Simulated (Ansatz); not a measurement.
Reaction (isomerisation): `FC1=CCN1` → `N=C=CCF`

Isolated molecules relaxed with PBE0-D4/def2-TZVP in Ansatz; ΔE leaves out vibrations. CCSD(T)/CBS is the MP2 limit (def2-TZVPP, def2-QZVPP) plus CCSD(T) − MP2 in def2-TZVPP, frozen cores. Functionals use def2-TZVPP. B3LYP here is the variant with VWN-RPA as its local correlation; programs differ in this. HSE06 is defined as in plane-wave codes. Each species was taken in one conformer, which may not be the lowest.

Problem. Is it downhill or uphill in electronic energy at CCSD(T)/CBS, and by how much? (Estimate.)

Solution. The calculation gave: Downhill: ΔE = -0.27 eV.

Problem. What do these levels give: B3LYP-D4, r2SCAN0-D4, HSE06-D4, PBE, revPBE, PBE0, r2SCANh, HSE06, LC-ωPBE, MP2/def2-SVP, HF/def2-TZVPP, CCSD/CBS(def2)? (Best estimate.)

Solution. Ansatz gave: B3LYP-D4 -0.48, r2SCAN0-D4 -0.25, HSE06-D4 -0.18, PBE -0.28, revPBE -0.36, PBE0 -0.19, r2SCANh -0.31, HSE06 -0.19, LC-ωPBE -0.10, MP2/def2-SVP -0.22, HF/def2-TZVPP -0.53, CCSD/CBS(def2) -0.29 eV.

Largest T1 diagnostic among the species: 0.013.

In def2-TZVPP, CCSD(T) changes the Hartree–Fock value by +0.23 eV (the triples alone add +0.01 eV) and MP2 by +0.31 eV. From r2SCAN to r2SCAN0 (25 % exact exchange), in def2-TZVPP and without D4, ΔE moves by +0.09 eV.
